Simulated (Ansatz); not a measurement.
Reaction (atomization): `C#CCC#N` → 4 C• + 3 H• + N•

Calculated with Ansatz (gas phase, PBE0-D4/def2-TZVP geometries, no zero-point term in ΔE). CCSD(T)/CBS adds triple-zeta CCSD(T) − MP2 to the extrapolated MP2 energy (def2 sets, frozen cores). This one scheme is used for every species, atoms too. No spin–orbit coupling; open shells (•) take unrestricted orbitals. Spin–orbit coupling would lower the free atoms: a little for C.

`C#CCC#N`:

Cartesian coordinates in Å:
```
C 1.599 0.940 -0.745
C 0.768 0.288 -0.182
C -0.232 -0.510 0.511
C -1.588 -0.271 0.025
N -2.662 -0.097 -0.343
H 2.335 1.522 -1.249
H -0.209 -0.296 1.585
H -0.010 -1.576 0.398
```

| species | CCSD(T)/CBS(def2) energy (Eh) |
| --- | --- |
| `C#CCC#N` | -208.62231 |
| C• | -37.79194 |
| H• | -0.50000 |
| N• | -54.53257 |

**Question.** Work out ΔE.

**Answer.** ΔE = 4 × (-37.79194) + 3 × (-0.50000) + (-54.53257) − (-208.62231) = 1.42198 Eh = +892.3 kcal/mol.

**Question.** What do rigid-rotor, harmonic-oscillator terms from PBE0-D4/def2-TZVP frequencies (298.15 K, 1 bar) make of the CCSD(T)/CBS value? (An estimate is asked.)

**Answer.** Computed: ΔZPE = -34.8 kcal/mol, ΔH = +865.6 kcal/mol, ΔS = 831 J/(mol·K), ΔG = +806.3 kcal/mol. Open shells count their whole term as degenerate.

Largest T1 diagnostic among the species: 0.013.

From r2SCAN to r2SCAN0 (25 % exact exchange), in def2-TZVPP and without D4, ΔE moves by −21.6 kcal/mol: exact exchange takes away binding that semilocal exchange gives to molecules. The D4 term adds +5.1 kcal/mol with B3LYP and +2.7 kcal/mol with PBE0; it sums over pairs of atoms, weighted by their polarisabilities, and B3LYP, whose exchange is more repulsive, gets the larger term.

B3LYP here is the variant with VWN-RPA as its local correlation; programs differ in this.

For atomizations the MP2-based limit and the directly extrapolated one differ by several kJ/mol either way, and by 10 to 25 for some Ge, Se and Sn compounds, so smaller differences from it don't rank the levels.
